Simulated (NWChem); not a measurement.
CH₃, doublet; SMILES [CH3]

Computed with NWChem. Spin-unrestricted. In the optimisation the excess spin sits in a2" (D3h, its own frame). Coordinates come from a PBE0/def2-SVP, spin-unrestricted optimisation. No stability test was run on the SCF state. Level TPSS/def2-SVPD: energy and gradient; each run changes one setting, and changes count from the defaults (medium grid, exact Coulomb integrals, symmetry on).

Task: Which setting moves the energy most, and by about how much (tight SCF thresholds and tolerances; Becke weights; extra-fine grid; Coulomb fitting, Ahlrichs set; defaults; coarse grid)?

Result: Coulomb fitting, Ahlrichs set, by about 100 μHa.
```
setting                              size of the energy change (μHa)  largest change of a gradient component (μHa/bohr)
-----------------------------------  -------------------------------  -------------------------------------------------
defaults                                                        < 10                                               < 30
extra-fine grid                                                 < 10                                               < 30
Becke weights                                                   < 10                                               < 30
tight SCF thresholds and tolerances                             < 10                                               < 30
coarse grid                                                       10                                                 40
Coulomb fitting, Ahlrichs set                                    100                                                 40
```
